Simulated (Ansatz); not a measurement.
**B₂H₂ (singlet): from Hartree-Fock to the top rungs at distance B1–B2 = 1.925 Å, cc-pVTZ**

Aim: climb from Hartree-Fock through coupled cluster and multireference methods for B₂H₂ (singlet) at one geometry and basis, and see what each rung misses.

Method: cc-pVTZ, core rule «outside noble gas», up to 2 orbitals frozen; program: Ansatz 0.2.0, Gaussian basis.

Plan: UHF; CCSD(T) on RHF; CCSD(T) on UHF; BCCD(T) on RHF; CCSDT(Q) on RHF; CCSDT(Q) on UHF; CASSCF and NEVPT2, 2 electrons in 2 orbitals.

6 further runs of the same task are left out: 6 for a known fault of the program. Runs told in other sessions of the task aren't counted.

## Step 1: The system

The geometry derives from a PBE0/def2-TZVP stationary point (not a proven minimum). One bond is set to the value named and the two fragments are kept rigid.

4 atoms, charge 0, spin multiplicity 1.

Atoms are counted from 1 here; the program's logs count them from 0.

Bond lengths: B1–H3 1.199 Å, B1–H4 1.199 Å. Angles: H3–B1–H4 117.3°.

## Step 2: UHF

The input, in.yaml:

```yaml
crystal:
  periodic: [false, false, false]
  atoms:
    - {symbol: B, position_ang: [0.000000, 0.000000, 0.827238]}
    - {symbol: B, position_ang: [0.000000, 0.000000, -1.097762]}
    - {symbol: H, position_ang: [0.000000, 1.023985, 1.450794]}
    - {symbol: H, position_ang: [0.000000, -1.023985, 1.450794]}
basis:
  gaussian: {orbitals: cc-pVTZ}
magnetization: {spin_polarized: true, initial_magnetization: 0}
hamiltonian: {xc: hf}
output: {orbitals: {seedname: orbitals}}
```

The run is started by

```bash
$ ansatz run in.yaml --threads 1 --pin off --events-out ev --progress --plain --max-ram 2816MiB --backend cpu
```

The runs that follow: CCSD(T) on RHF; CCSD(T) on UHF; BCCD(T) on RHF; CCSDT(Q) on RHF; CCSDT(Q) on UHF; CASSCF and NEVPT2, 2 electrons in 2 orbitals.

**Question.** What will the summary of the whole plan be? Wanted: RCCSDT(Q) from the RHF energy; RMP2 from RCCSDT(Q); UMP2 from RCCSDT(Q); RCCSD from RCCSDT(Q); RCCSD(T) from RCCSDT(Q); UCCSD(T) from RCCSDT(Q); UCCSDT(Q) from RCCSDT(Q); NEVPT2 pair from RCCSDT(Q); T1 diagnostic.

The runs gave:

| quantity | value |
| --- | --- |
| RCCSDT(Q) from the RHF energy | -5.6595 eV |
| RMP2 from RCCSDT(Q) | +1278.7 meV |
| UMP2 from RCCSDT(Q) | +1281.3 meV |
| RCCSD from RCCSDT(Q) | +199.7 meV |
| RCCSD(T) from RCCSDT(Q) | +36.8 meV |
| UCCSD(T) from RCCSDT(Q) | +50.1 meV |
| UCCSDT(Q) from RCCSDT(Q) | +2.4 meV |
| NEVPT2 pair from RCCSDT(Q) | +1218.7 meV |
| levels within 1 kcal/mol (43 meV) | RCCSD(T), BCCD(T), RCCSDT, UCCSDT, UCCSDT(Q) |
| T1 diagnostic | 0.013 |

What this shows: RCCSD(T) lands +36.8 meV from the yardstick (0.7 % of the correlation energy). These misses are within one basis, not against nature.
